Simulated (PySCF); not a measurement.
Reaction (SMILES): S (H2S) → [SH-] + H+
B3LYP-D3(BJ)/def2-TZVP geometries, fixed; electronic energies without zero-point terms.
Largest species:
```
S
H 1 1.3426
H 1 1.3426 2 92.55
```
Charge 0, spin multiplicity 1.

Basis-set convergence of the deprotonation energy at B3LYP with PySCF. All functions are spherical. Density fitting with generated auxiliary sets. No added dispersion term, no relativity. Functions are those of the species that has most. Reference: the value in aug-pcseg-3, 355.48 kcal/mol, itself unsure by roughly 0.02 kcal/mol (its mean distance from aug-cc-pV(Q+d)Z, def2-QZVPPD). Deviations are taken from unrounded values.

```
basis            functions  deprotonation energy (kcal/mol)
---------------  ---------  -------------------------------
def2-SVP                28                           378.57
def2-SVPD               43                           352.71
pcseg-1                 28                           358.60
aug-pcseg-1             45                           352.31
cc-pV(D+d)Z             33                           371.95
aug-cc-pV(D+d)Z         50                           353.52
6-311G**                38                           354.62
6-311+G**               42                           353.74
def2-TZVP               49                           363.17
def2-TZVPD              64                           354.91
pcseg-2                 62                           360.75
aug-pcseg-2             96                           355.06
cc-pV(T+d)Z             67                           363.50
aug-cc-pV(T+d)Z        101                           355.28
def2-TZVPP              70                           363.53
def2-TZVPPD             85                           355.25
cc-pV(Q+d)Z            124                           359.89
aug-cc-pV(Q+d)Z        181                           355.49
def2-QZVPP             130                           358.53
def2-QZVPPD            145                           355.44
pcseg-3                130                           356.90
aug-pcseg-3            187                           355.48
```

What the diffuse functions change, pair by pair:
- def2-SVP to def2-SVPD: 15 more functions, deviation 23.08 to -2.77 kcal/mol
- pcseg-1 to aug-pcseg-1: 17 more functions, deviation 3.12 to -3.18 kcal/mol
- cc-pV(D+d)Z to aug-cc-pV(D+d)Z: 17 more functions, deviation 16.46 to -1.96 kcal/mol
- 6-311G** to 6-311+G**: 4 more functions, deviation -0.86 to -1.74 kcal/mol
- def2-TZVP to def2-TZVPD: 15 more functions, deviation 7.68 to -0.57 kcal/mol
- pcseg-2 to aug-pcseg-2: 34 more functions, deviation 5.26 to -0.43 kcal/mol
- cc-pV(T+d)Z to aug-cc-pV(T+d)Z: 34 more functions, deviation 8.02 to -0.21 kcal/mol
- def2-TZVPP to def2-TZVPPD: 15 more functions, deviation 8.04 to -0.24 kcal/mol
- cc-pV(Q+d)Z to aug-cc-pV(Q+d)Z: 57 more functions, deviation 4.40 to 0.00 kcal/mol
- def2-QZVPP to def2-QZVPPD: 15 more functions, deviation 3.05 to -0.04 kcal/mol
- pcseg-3 to aug-pcseg-3: 57 more functions, deviation 1.42 to 0.00 kcal/mol

Leaving out the reference's own pair, they bring the value nearer the reference by more than 0.02 kcal/mol in 8 of 10 pairs.
